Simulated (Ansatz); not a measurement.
# AlBH+ (quintet): the correlation ladder, def2-QZVPP

An exercise on one series of results from a longer session: the logs are not shown, and one member is left open.

Program: Ansatz 0.2.0, Gaussian basis. Level of theory: def2-QZVPP, core rule «outside noble gas», up to 6 orbitals frozen. These are calculated values, not measurements.

Plan: UHF; ROHF; CCSD(T) on UHF.

## The geometry

The geometry is a PBE0/def2-TZVP stationary point (not a proven minimum) of the parent state, kept for this charge and spin.

3 atoms, charge 1, spin multiplicity 5.

Atoms are counted from 1 here; the program's logs count them from 0.

Bond lengths: B1–Al2 1.937 Å, Al2–H3 1.577 Å. Angles: B1–Al2–H3 180.0°.

The first run:

in.yaml reads:

```yaml
crystal:
  periodic: [false, false, false]
  atoms:
    - {symbol: B, position_ang: [0.000000, 0.000000, 1.817000]}
    - {symbol: Al, position_ang: [0.000000, 0.000000, -0.120000]}
    - {symbol: H, position_ang: [0.000000, 0.000000, -1.697000]}
basis:
  gaussian: {orbitals: "def2-QZVPP.json"}
total_charge: 1
magnetization: {spin_polarized: true, initial_magnetization: 4}
hamiltonian: {xc: hf}
output: {orbitals: {seedname: orbitals}}
```

Run with:

```sh
$ ansatz run in.yaml --threads 1 --pin off --events-out ev --progress --plain --max-ram 2393MiB
```

Among the steps run: UHF; ROHF; CCSD(T) on UHF.

One of the session's tables, all rows but one given; the rest of the session is left out.

| method | from UCCSD(T) (kJ/mol) |
| --- | --- |
| ROHF | ? |
| UHF | +244.0 |
| UMP2 | +71.2 |
| UCCSD | +10.4 |
| UCCSD(T) | 0 |

**Question.** Estimate the row for ROHF.

The run gave: from UCCSD(T) (kJ/mol): +247.6. In the column «from UCCSD(T) (kJ/mol)» it is the highest.
